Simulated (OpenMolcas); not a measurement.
NOF (nitrosyl fluoride): the vertical energy of the triplet above the singlet from total energies

NOF has 3 atoms, charge 0, and is taken as a singlet. SMILES: `O=NF`. The coordinates come from a PBE0-D4/def2-TZVP relaxation.

```
atom    x (Å)    y (Å)    z (Å)
   O   0.8683   0.2430   0.5047
   N   0.1489  -0.4825   0.0299
   F  -1.0173   0.2396  -0.5346
```

Both states at this one shape; open shells run unrestricted unless said. 1 Eh = 27.2114 eV.

| level | program | singlet NOF (Eh) | triplet NOF (Eh) |
| --- | --- | --- | --- |
| B3LYP/STO-3G | OpenMolcas | -226.471468 | -226.385326 |
| PBE0/STO-3G | OpenMolcas | -226.293737 | -226.209853 |

Work out the vertical gap, second state less first, at each level.


1. B3LYP/STO-3G: -226.385326 − (-226.471468) = 0.086142 Eh = 2.34 eV.
2. PBE0/STO-3G: -226.209853 − (-226.293737) = 0.083884 Eh = 2.28 eV.

No measured value is set beside it here; the levels span 2.28 to 2.34 eV. Minimal sets are far from the basis-set limit.
